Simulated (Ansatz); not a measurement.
# BNH4 (SMILES BN) at 6 levels

Wanted: a comparison of 6 runs (B2PLYP/STO-3G, CAM-B3LYP/STO-3G, PBE/STO-3G, revPBE/STO-3G, wB97M-V/STO-3G, UMP2/STO-3G) of BNH4. 

The calculation is run with Ansatz 0.2.0.

47 further runs of the same task are left out: 47 set aside as unsound or not needed.

### Step 1. Starting point

BNH4: 6 atoms, total charge 0, spin state singlet. As SMILES, `BN`. The H3–B1 distance was set to 2.394 Å, away from the relaxed value. At this shape a bond of the SMILES string is far longer than usual.

Bond lengths: B1–N2 1.385 Å, B1–H4 1.197 Å, N2–H5 1.006 Å, N2–H6 1.006 Å. Angles: B1–N2–H5 123.2°, B1–N2–H6 123.2°, N2–B1–H4 119.0°, H5–N2–H6 113.5°.

### Step 2. The energy at B2PLYP/STO-3G (run 1)

Input file input.yaml:

```yaml
crystal:
  periodic: [false, false, false]
  atoms:
    - symbol: B
      position_ang: [-0.482192, 0.008784, -0.938679]
    - symbol: "N"
      position_ang: [-0.207892, 1.365784, -0.902279]
    - symbol: H
      position_ang: [0.225800, -1.368000, 0.887500]
    - symbol: H
      position_ang: [-1.065992, -0.440316, -1.882279]
    - symbol: H
      position_ang: [-0.475592, 2.002084, -1.633879]
    - symbol: H
      position_ang: [0.278008, 1.809784, -0.141779]
basis:
  gaussian:
    orbitals: STO-3G
hamiltonian:
  xc: {name: B2PLYP}
correlation:
  frozen_orbitals: {B: 1, H: 0, "N": 1}
accuracy: high
```

On the command line:

```bash
ansatz run input.yaml --threads 1 --pin off --max-ram 2610MiB --events-out events.jsonl --progress --plain --runs-dir runs
```

The log of the run:

```text
Warning: RAYON_NUM_THREADS=1 ignored (pool sized by the plan → 1); use --threads N
Functional definition: B2PLYP
  name "B2PLYP"
  parameter a = 0.53
  parameter c = 0.27
  exchange = (1 - a)*b88_x + a*exact_x
  correlation = (1 - c)*lyp_c + c*(mp2_os + mp2_ss)
230 factors; integrals over basis functions are off by at most 1.5e-8 eV
mean field evaluation 1: about -2189.9619 eV, gradient 1.8e1 eV
mean field evaluation 2: about -2189.9439 eV, gradient 1.8e1 eV
mean field evaluation 4: about -2192.4780 eV, gradient 1.2e0 eV
mean field evaluation 8: about -2192.4840 eV, gradient 4.7e-2 eV
mean field evaluation 16: about -2192.4840 eV, gradient 1.1e-7 eV
mean field -2192.48396242 eV, -80.5722994998 hartree, gradient 3.2e-9 eV, S^2 0.000000; 0 other end points of the search recorded, 0 dependent functions left out; unrestricted orbitals would lower it
2 core orbitals not correlated: weight in the atoms' cores, before any rotation towards them, 1.000 or more for the frozen orbitals, at most 0.000 for the correlated occupied ones
reference -2192.48398078 eV, -80.5723001746 hartree; 6, 6 occupied and 6, 6 virtual orbitals, 230 factors
second order -5.38842915 eV of doubles, -0.00000000 eV of singles
Total energy: -2193.93885665 eV, -80.6257658767 hartree
```

It took 1.1 s on 1 thread of Arm Neoverse V1, shared host; peak memory 0.091 GiB.

### Step 3. A single-point energy at CAM-B3LYP/STO-3G (run 2)

Input file input.yaml:

```yaml
crystal:
  periodic: [false, false, false]
  atoms:
    - {symbol: B, position_ang: [-0.482192, 0.008784, -0.938679]}
    - {symbol: N, position_ang: [-0.207892, 1.365784, -0.902279]}
    - {symbol: H, position_ang: [0.225800, -1.368000, 0.887500]}
    - {symbol: H, position_ang: [-1.065992, -0.440316, -1.882279]}
    - {symbol: H, position_ang: [-0.475592, 2.002084, -1.633879]}
    - {symbol: H, position_ang: [0.278008, 1.809784, -0.141779]}
basis:
  gaussian:
    orbitals: STO-3G
hamiltonian:
  xc: {name: CAM-B3LYP}
accuracy: high
```

On the command line:

```bash
ansatz run input.yaml --threads 1 --pin off --max-ram 2610MiB --events-out events.jsonl --progress --plain --runs-dir runs
```

The log of the run:

```text
Warning: RAYON_NUM_THREADS=1 ignored (pool sized by the plan → 1); use --threads N
Functional definition: CAM-B3LYP
  name "CAM-B3LYP"
  parameter alpha = 0.19
  parameter beta = 0.46
  parameter omega = 0.33/bohr
  parameter ac = 0.81
  exchange = (1 - alpha - beta)*b88_x + beta*b88_x_sr(omega) + alpha*exact_x + beta*exact_x_lr(omega)
  correlation = (1 - ac)*vwn5_c + ac*lyp_c
230 factors; integrals over basis functions are off by at most 1.5e-8 eV
145 factors; integrals over basis functions are off by at most 1.1e-9 eV
mean field evaluation 1: about -2193.4969 eV, gradient 1.9e1 eV
mean field evaluation 2: about -2190.3454 eV, gradient 3.1e1 eV
mean field evaluation 4: about -2196.2282 eV, gradient 6.7e-1 eV
mean field evaluation 8: about -2196.1660 eV, gradient 3.4e-3 eV
mean field evaluation 16: about -2196.1660 eV, gradient 6.3e-9 eV
mean field -2196.16604700 eV, -80.7076136124 hartree, gradient 6.3e-9 eV, S^2 0.000000; 0 other end points of the search recorded, 0 dependent functions left out
reference -2196.16606089 eV, -80.7076141230 hartree; 8, 8 occupied and 6, 6 virtual orbitals, 230 factors
Total energy: -2196.16606089 eV, -80.7076141230 hartree
```

It took 0.88 s on 1 thread of Arm Neoverse V1, shared host.

Run 3 isn't shown in full; the table further down has it.

### Step 4. The energy at revPBE/STO-3G (run 4)

Input file input.yaml:

```yaml
crystal:
  periodic: [false, false, false]
  atoms:
    - symbol: B
      position_ang: [-0.482192, 0.008784, -0.938679]
    - symbol: "N"
      position_ang: [-0.207892, 1.365784, -0.902279]
    - symbol: H
      position_ang: [0.225800, -1.368000, 0.887500]
    - symbol: H
      position_ang: [-1.065992, -0.440316, -1.882279]
    - symbol: H
      position_ang: [-0.475592, 2.002084, -1.633879]
    - symbol: H
      position_ang: [0.278008, 1.809784, -0.141779]
basis:
  gaussian:
    orbitals: STO-3G
hamiltonian:
  xc: {name: revPBE}
accuracy: high
```

On the command line:

```bash
ansatz run input.yaml --threads 1 --pin off --max-ram 2610MiB --events-out events.jsonl --progress --plain --runs-dir runs
```

The log of the run:

```text
Warning: RAYON_NUM_THREADS=1 ignored (pool sized by the plan → 1); use --threads N
Functional definition: revPBE
  name "revPBE"
  parameter kappa = 1.245
  parameter beta = 0.06672455060314922
  exchange = pbe_x(kappa = kappa, mu = beta*pi^2/3)
  correlation = pbe_c(beta = beta)
230 factors; integrals over basis functions are off by at most 1.5e-8 eV
mean field evaluation 1: about -2195.5496 eV, gradient 2.0e1 eV
mean field evaluation 2: about -2182.8683 eV, gradient 4.0e1 eV
mean field evaluation 4: about -2196.7144 eV, gradient 1.4e1 eV
mean field evaluation 8: about -2197.6884 eV, gradient 6.9e0 eV
mean field -2197.87106748 eV, -80.7702719593 hartree, gradient 9.6e-8 eV, S^2 0.000000; 0 other end points of the search recorded, 0 dependent functions left out
reference -2197.87107000 eV, -80.7702720521 hartree; 8, 8 occupied and 6, 6 virtual orbitals, 230 factors
Total energy: -2197.87107000 eV, -80.7702720521 hartree
```

Run time: 0.86 s. Hardware: 1 thread of Arm Neoverse V1, shared host.

Run 5 isn't shown in full; the table further down has it.

### Step 5. The energy at UMP2/STO-3G (run 6)

Input file molecule.yaml:

```yaml
crystal:
  periodic: [false, false, false]
  atoms:
    - {symbol: B, position_ang: [-0.482192, 0.008784, -0.938679]}
    - {symbol: "N", position_ang: [-0.207892, 1.365784, -0.902279]}
    - {symbol: H, position_ang: [0.225800, -1.368000, 0.887500]}
    - {symbol: H, position_ang: [-1.065992, -0.440316, -1.882279]}
    - {symbol: H, position_ang: [-0.475592, 2.002084, -1.633879]}
    - {symbol: H, position_ang: [0.278008, 1.809784, -0.141779]}
basis:
  gaussian: {orbitals: STO-3G}
total_charge: 0
magnetization: {spin_polarized: true}
correlation: {method: mp2, frozen_orbitals: {B: 1, H: 0, "N": 1}}
accuracy: high
```

On the command line:

```bash
ansatz run molecule.yaml --threads 1 --pin off --max-ram 2610MiB --events-out events.jsonl --progress --plain --runs-dir runs
```

The log of the run:

```text
Warning: RAYON_NUM_THREADS=1 ignored (pool sized by the plan → 1); use --threads N
Functional definition: HF
  name "HF"
  exchange = exact_x
  correlation = 0
230 factors; integrals over basis functions are off by at most 1.5e-8 eV
mean field evaluation 1: about -2179.3269 eV, gradient 1.3e1 eV
mean field evaluation 2: about -2179.3555 eV, gradient 1.2e1 eV
mean field evaluation 4: about -2182.0101 eV, gradient 1.3e0 eV
mean field evaluation 8: about -2182.0291 eV, gradient 2.3e-2 eV
mean field evaluation 16: about -2184.5106 eV, gradient 9.8e-2 eV
mean field evaluation 32: about -2184.4846 eV, gradient 6.8e-5 eV
mean field -2184.48461132 eV, -80.2783287692 hartree, gradient 2.2e-8 eV, S^2 0.885226; 5 other end points of the search recorded, 0 dependent functions left out
2 core orbitals not correlated: weight in the atoms' cores, before any rotation towards them, 1.000 or more for the frozen orbitals, at most 0.000 for the correlated occupied ones
reference -2184.48461132 eV, -80.2783287692 hartree; 6, 6 occupied and 6, 6 virtual orbitals, 230 factors
second order -2.14850067 eV of doubles, -0.00000000 eV of singles
Total energy: -2186.63311199 eV, -80.3572847125 hartree
```

Wall time 0.12 s (1 thread of Arm Neoverse V1, shared host).

### Step 6. The series

```csv
run,level,frozen core orbitals,energy (Eh),wall time
1,B2PLYP/STO-3G,2,-80.625766,1.1 s
2,CAM-B3LYP/STO-3G,–,-80.707614,0.88 s
3,PBE/STO-3G,–,-80.667508,0.86 s
4,revPBE/STO-3G,–,-80.770272,0.86 s
5,wB97M-V/STO-3G,–,-80.740991,12 s
6,UMP2/STO-3G,2,-80.357285,0.12 s
```

### Step 7. Summary of results

```
                                          quantity         value
                               run 6: total energy  -80.35728 Eh
run 6: correlation energy (2 core orbitals frozen)     -79.0 mEh
          run 6: ⟨S²⟩ of the reference determinant         0.885
```

What this shows: Totals of different functionals can't be ranked against each other. In run 1 the log says that unrestricted orbitals would lower the reference, so the values rest on an unstable closed-shell determinant (other closed-shell runs at this shape may share the fault). In runs 1, 2, 3, 4, 5, 6 the basis is minimal, so the values are rough. Spin contamination of the reference: run 6 ⟨S²⟩ = 0.89. Where it is this large, the reference is a mixture of spin states, and values that rest on it are in doubt. All runs together took 16 s, the longest 12 s.
